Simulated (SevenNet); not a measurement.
# Antifluorite Mg2Ge

The numbers are results of the machine-learned potential SevenNet-0 (trained on PBE and PBE+U data), not measurements.

Cell: relaxed at this level.

| Quantity | Value |
|---|---|
| equilibrium lattice constant a | 6.418 Å |
| volume per atom | 22.03 Å³/atom |

Measured, for comparison: lattice constant a 6.385 Å, equilibrium volume per atom 21.69 Å³/atom (temperature not stated, no zero-point or thermal correction; as tabulated in Grosch, Range, J. Alloys Compd. 235, 250 (1996)). Computed (rounded) less measured: lattice constant a +0.5 %, equilibrium volume per atom +1.6 %.

A machine-learned potential is trained on density-functional data: it inherits that level's misses and adds fitting errors of its own.
